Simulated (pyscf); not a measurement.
One multi-bond step on the singlet surface with elements of a group swapped. ωB97M-D3(BJ)/def2-TZVP, kJ/mol, from the separated reactants. Single points on ωB97X-D3(BJ)/def2-SVP structures (PySCF, gas phase).

| step | barrier | reaction energy | imaginary mode (i cm⁻¹) |
|---|---|---|---|
| `[ClH]` + `[Cl][Sn][Cl]` [singlet] + `[H][H]` → `[Cl][SnH]([Cl])[Cl]` + `[H][H]` | 160.8 | -38.0 | 1544 |
| `[Cl][Ge][Cl]` [singlet] + `[ClH]` + `[H][H]` -> `[Cl][GeH]([Cl])[Cl]` + `[H][H]` | … | … | 1509 |

**Question.** Fill in the missing entries.

**Answer.** 
- `[Cl][Ge][Cl]` [singlet] + `[ClH]` + `[H][H]` -> `[Cl][GeH]([Cl])[Cl]` + `[H][H]`, barrier: 135.0
- `[Cl][Ge][Cl]` [singlet] + `[ClH]` + `[H][H]` -> `[Cl][GeH]([Cl])[Cl]` + `[H][H]`, reaction energy: -104.7

Row 1: On the reactant side the descent ends in a bound adduct (not fully relaxed), 37.9 kJ/mol under the separated species and 181.4 kJ/mol under the saddle at ωB97X-D3(BJ)/def2-TZVP. Row 2: On the reactant side the descent ends in a complex (not fully relaxed), 30.0 kJ/mol under the separated species and 146.7 kJ/mol under the saddle at ωB97X-D3(BJ)/def2-TZVP. Each row is the saddle that its search found. Elements up to Kr have no core potential and no relativistic terms here. Elements past Kr carry the def2 core potentials, without spin-orbit coupling.
